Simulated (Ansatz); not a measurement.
Mulliken charges of `C=NC(=N)O` from PBE/def2-TZVPP in Ansatz (PBE0-D4/def2-TZVP geometry).

```
atom   x (Å)   y (Å)   z (Å)  charge (e)
  C1   0.202   1.255  -0.979      -0.066
  N2   0.227  -0.008  -0.904      -0.186
  C3  -0.049  -0.614   0.332       0.171
  N4  -0.057  -1.863   0.508      -0.246
  O5  -0.313   0.223   1.352      -0.247
  H6  -0.023   1.908  -0.134       0.089
  H7   0.418   1.715  -1.942       0.109
  H8   0.163  -2.325  -0.370       0.166
  H9  -0.480  -0.337   2.120       0.208
```

Task: By hand: the dipole of these point charges (1 e Å = 4.8032 D).

Result: Σ q r = (-0.002, 0.118, -0.013) e Å, of length 0.119 e Å = 0.57 D.

Task: How does the dipole of the full density compare? (An estimate is asked.)

Result: The calculation gave: (-0.013, 0.392, -0.001) e Å, 1.88 D; the point charges give 0.30 times that, at 6° from its direction.

Point charges leave out the atoms' own dipoles, such as those of lone pairs, and Mulliken's split depends on the basis, so the two needn't agree.
